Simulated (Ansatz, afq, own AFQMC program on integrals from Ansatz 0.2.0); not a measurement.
SiH, quartet: AFQMC among the cluster methods

```xyz
2

Si    0.0000    0.0000    0.0000
H     0.0000    0.0000    1.8030
```

Basis cc-pVTZ. Noble-gas cores (and the filled d shells of Ga–Kr and In–Xe) are frozen. AFQMC by an in-house program on the Cholesky factors that Ansatz 0.2.0 writes for its CCSD(T) run. ph-AFQMC/CISD is guided by a CISD state made of CCSD amplitudes; releasing the constraint for a short imaginary time cuts its bias at the price of noise, slowly where states lie close. Uncertainties: one standard error, sampling alone.

Determinant: UHF, the one that the program's search chose, which needn't be the lowest solution. The geometry is a point of a scan.

Full CI on the same integrals is exact in this basis and with this determinant's frozen core.

Cautions: lower spins were not checked.

- T1 diagnostic: 0.0355
- weight of the determinant in the CISD state: 0.917
- ⟨S²⟩ of the determinant: 3.780
- size of the correlated space: 5 electrons in 43 orbitals

**Question.** Estimate: order these by the size of their error in total energy against full CI, smallest first.
A. phaseless AFQMC with a CISD trial
B. CCSDT(Q)
C. CCSD(T)
D. MP2

**Answer.** B (0.0 kJ/mol), A (1.0 ± 0.2 kJ/mol), C (2.9 kJ/mol), D (68.0 kJ/mol).

Reference: full CI, correlation energy -2.421 eV.

A walk keeps the symmetry of its determinant, which the program's search chose and which needn't be the lowest solution, so a lower state of the same spin and another symmetry isn't excluded.
